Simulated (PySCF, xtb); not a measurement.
CH3S, SMILES [S]C (connectivity only; charge and spin as stated), charge -1, multiplicity 1.

Harmonic wavenumbers (cm⁻¹) from GFN2-xTB in xtb at its own minimum, in rising order: 717, 929, 929, 1330, 1502, 1502, 2856, 2857, 2896.

### Question
What does PBE-D3(BJ)/def2-TZVPD (PySCF) give at its own minimum? (An estimate is asked for; the answer gives what the named calculation found.)

### Answer
683, 896, 896, 1253, 1417, 1417, 2877, 2915, 2915. Paired by order, the mean absolute difference is 49 cm⁻¹ and the zero-point energies are 22.2 and 21.8 kcal/mol.
